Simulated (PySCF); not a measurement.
A mixed set of molecules.

All values: CAM-B3LYP/def2-SVPD (PySCF) at PBE0-D3(BJ)/def2-SVP geometries, gas phase, one conformer each. Core orbitals are frozen in the response; Δα² is half the sum of the squared differences of the principal polarisabilities. Atoms past krypton carry effective core potentials. The calculation is non-relativistic apart from the core potentials, for germanium too.

**Question.** Rank by HOMO energy, highest first.
A. `FC([SiH2][CH2][GeH3])(F)F`
B. `[SiH3]S[SiH2][CH2][GeH3]`
C. `OC[C@@H]1OCCCC1`
D. `C[O][W](=[O])(=[O])[O]C`
E. `C=C(F)F`

**Answer.** B (-8.64 eV), C (-8.89 eV), E (-9.24 eV), D (-10.06 eV), A (-10.38 eV).

**Question.** Rank by dipole moment, highest first.
A. `C[O][W](=[O])(=[O])[O]C` (WO2(OMe)2)
B. `[SiH3:1][S:2][SiH2:3][CH2:4][GeH3:5]` with Si1–S2–Si3–C4 180°, S2–Si3–C4–Ge5 179°
C. `[F:1][C:2]([F:3])([F:4])[SiH2:5][CH2:6][GeH3:7]` with C2–Si5–C6–Ge7 -57°
D. `C=C(F)F`

**Answer.** A (3.32 D), C (2.75 D), D (1.35 D), B (0.66 D).

**Question.** Rank by mean static polarisability, lowest first.
A. `C[O][W](=[O])(=[O])[O]C`
B. `C=C(F)F`
C. `FC(F)(F)[SiH2][CH2][GeH3]`
D. `[CH2]([SiH2]S[SiH3])[GeH3]`

**Answer.** B (4.12 Å³), A (11.79 Å³), C (12.54 Å³), D (18.12 Å³).

All values together:

| SMILES | formula | μ (D) | HOMO (eV) | LUMO (eV) | α (Å³) | Δα (Å³) | electrons | α per electron (Å³) | ΔSCF removal energy (eV) |
| --- | --- | --- | --- | --- | --- | --- | --- | --- | --- |
| OC[C@H]1CCCCO1 | C6H12O2 | 2.73 | -8.89 | 1.29 | 11.61 | 1.88 | 64 | 0.181 | – |
| FC(F)(F)[SiH2][CH2][GeH3] | C2H7F3GeSi | 2.75 | -10.38 | 0.71 | 12.54 | 2.84 | 92 | 0.136 | 11.12 |
| C=C(F)F | C2H2F2 | 1.35 | -9.24 | 1.28 | 4.12 | 1.99 | 32 | 0.129 | 10.56 |
| [SiH3]S[SiH2][CH2][GeH3] | CH10GeSSi2 | 0.66 | -8.64 | 0.63 | 18.12 | 8.46 | 92 | 0.197 | 9.34 |
| C[O][W](=[O])(=[O])[O]C | C2H6O4W | 3.32 | -10.06 | -0.35 | 11.79 | 3.93 | 124 | 0.095 | 10.68 |

Conformers: `[OH:1][CH2:2][C@H:3]1[CH2:4][CH2:5][CH2:6][CH2:7][O:8]1` with H–O1–C2–C3 -48°, O1–C2–C3–C4 -65°, C2–C3–C4–C5 171°, C3–C4–C5–C6 -52°, C4–C5–C6–C7 53°, C5–C6–C7–O8 -56°; `[F:1][C:2]([F:3])([F:4])[SiH2:5][CH2:6][GeH3:7]` with C2–Si5–C6–Ge7 -57°; `[SiH3:1][S:2][SiH2:3][CH2:4][GeH3:5]` with Si1–S2–Si3–C4 180°, S2–Si3–C4–Ge5 179°; `C[O][W](=[O])(=[O])[O]C` (singlet state).

A dash marks a removal energy that wasn't run or isn't settled.
